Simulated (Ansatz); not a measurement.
Calculated with Ansatz (gas phase, PBE0-D4/def2-TZVP geometries, no zero-point term in ΔE). CCSD(T)/CBS is the MP2 limit (def2-TZVPP, def2-QZVPP) plus CCSD(T) − MP2 in def2-TZVPP, frozen cores. Functionals use def2-TZVPP. B3LYP here is the variant with VWN-RPA as its local correlation; programs differ in this. Each species was taken in one conformer, which may not be the lowest.

`CC(O)(F)C=N` → `CC(F)OC=N`  (isomerisation)

`CC(O)(F)C=N`:

```xyz
12

C    -1.422    0.140   -0.315
C    -0.012    0.353    0.167
O    -0.056    0.724    1.497
F     0.556    1.383   -0.572
C     0.864   -0.874   -0.011
N     1.910   -0.959   -0.703
H    -1.422   -0.065   -1.386
H    -1.875   -0.700    0.212
H    -2.004    1.040   -0.114
H     0.844    0.770    1.839
H     0.525   -1.746    0.557
H     2.091   -0.067   -1.171
```

`CC(F)OC=N`:

```xyz
12

C    -0.630   -1.700    0.520
C     0.026   -0.352    0.527
F    -0.200    0.264    1.733
O    -0.565    0.431   -0.478
C     0.141    1.479   -0.942
N     1.301    1.767   -0.559
H    -0.231   -2.303    1.335
H    -1.708   -1.589    0.649
H    -0.433   -2.206   -0.426
H     1.107   -0.380    0.381
H    -0.457    2.005   -1.691
H     1.649    2.583   -1.049
```

| level | ΔE (kcal/mol) | difference from CCSD(T)/CBS |
| --- | --- | --- |
| r2SCAN-D4 | -2.1 | -2.1 |
| PBE0-D4 | -1.8 | -1.8 |
| B3LYP-D4 | -2.3 | -2.3 |
| ωB97M-V | -0.9 | -0.9 |
| B2PLYP | -2.1 | -2.1 |
| PBE | -2.4 | -2.4 |
| r2SCAN | -2.1 | -2.1 |
| PBE0 | -2.0 | -2.0 |
| B3LYP | -2.8 | -2.8 |
| MP2/def2-TZVPP | -0.5 | -0.5 |
| CCSD/def2-TZVPP | -0.4 | -0.4 |
| CCSD(T)/def2-TZVPP | -0.3 | -0.3 |
| HF/def2-QZVPP | -3.4 | -3.4 |
| HF/CBS(def2) | -3.5 | -3.5 |
| MP2/CBS(def2) | -0.2 | -0.2 |
| CCSD/CBS(def2) | -0.1 | -0.1 |
| CCSD(T)/CBS | 0.0 | 0 |

Largest T1 diagnostic among the species: 0.013.

In def2-TZVPP, CCSD(T) changes the Hartree–Fock value by +2.9 kcal/mol (the triples alone add +0.1 kcal/mol) and MP2 by +2.7 kcal/mol.
